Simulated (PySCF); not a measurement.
## `C=P/C=C\C`: 4 charge schemes on one density

C4H7P.
Z-matrix (Å and degrees, PBE0-D3(BJ)/def2-SVP geometry), rows numbered from 1:
```
C 
P   1  1.6665
C   2  1.8108  1  102.02
C   3  1.3453  2  123.72  1   179.74
C   4  1.4909  3  127.12  2    -0.08
H   1  1.0944  2  119.10  3  -179.52
H   1  1.0964  2  124.76  3     0.22
H   3  1.0974  2  117.82  1    -0.33
H   4  1.0984  3  117.45  2   179.90
H   5  1.1028  4  110.52  3   121.79
H   5  1.1028  4  110.52  3  -120.78
H   5  1.0991  4  112.60  3     0.48
```

Density: PBE0/pcSseg-1 (PySCF); schemes: Mulliken, IAO, Hirshfeld and ESP-fitted. The structure is a single PBE0-D3(BJ)/def2-SVP conformer in the gas phase; no vibrational or solvent corrections.

Question: For which atoms does the sign change between the 4 schemes (beyond +0.03 e in one, beyond −0.03 e in another)?

Answer: C5 and H12.

Question: At which atom do the 4 schemes differ most?

Answer: At C5: from -0.424 (IAO) to +0.151 e (ESP-fitted), 0.575 e apart.

Question: Do the Mulliken, IAO, Hirshfeld and ESP-fitted schemes agree on where the charge is highest?

Answer: The schemes don't all agree: Mulliken P2 (+0.383); IAO P2 (+0.397); Hirshfeld P2 (+0.107); ESP-fitted H6 (+0.181).

Question: Give the atomic charges in each scheme.

Answer: In e:

```
atom                 environment  Mulliken     IAO  Hirshfeld  ESP-fitted
  C1  carbon bonded to P and 2 H    -0.502  -0.568     -0.161      -0.401
  P2    phosphorus bonded to 2 C    +0.383  +0.397     +0.107      -0.015
  C3            alkene CH carbon    -0.407  -0.369     -0.120      -0.096
  C4            alkene CH carbon    -0.179  -0.101     -0.023      -0.188
  C5              allylic carbon    -0.259  -0.424     -0.115      +0.151
  H6              hydrogen on C1    +0.157  +0.167     +0.043      +0.181
  H7              hydrogen on C1    +0.149  +0.150     +0.043      +0.168
  H8            vinylic hydrogen    +0.126  +0.143     +0.041      +0.110
  H9            vinylic hydrogen    +0.118  +0.145     +0.047      +0.100
 H10             methyl hydrogen    +0.135  +0.155     +0.050      +0.011
 H11             methyl hydrogen    +0.136  +0.155     +0.050      +0.009
 H12             methyl hydrogen    +0.145  +0.150     +0.037      -0.030
```

Mean size of the charges over all atoms: IAO 0.244 e, Mulliken 0.225 e, ESP-fitted 0.122 e, Hirshfeld 0.070 e. Each set sums to the total charge, 0, to within 0.001 e. The Hirshfeld scheme divides the density at each point in proportion to the densities of the neutral, spherically averaged free atoms. The ESP scheme fits charges at the nuclei, held to the total charge, to the electrostatic potential on points at 1.4 to 2.0 times the van der Waals radii.

Question: How many electrons does the IAO scheme count on C4?

Answer: Z − q = 6 − (-0.101) = 6.101.

Question: Sum the charges by element, for elements with more than one atom.

Answer: 
```
element  atoms  Mulliken     IAO  Hirshfeld  ESP-fitted
      C      4    -1.348  -1.462     -0.419      -0.534
      H      7    +0.965  +1.065     +0.312      +0.549
```

Question: How closely do the schemes follow one another over all atoms?

Answer: Correlation coefficient and root-mean-square difference: IAO with Hirshfeld 1.00, 0.203 e; Mulliken with Hirshfeld 0.98, 0.179 e; Mulliken with IAO 0.98, 0.059 e; Mulliken with ESP-fitted 0.61, 0.204 e; Hirshfeld with ESP-fitted 0.54, 0.136 e; IAO with ESP-fitted 0.54, 0.239 e.
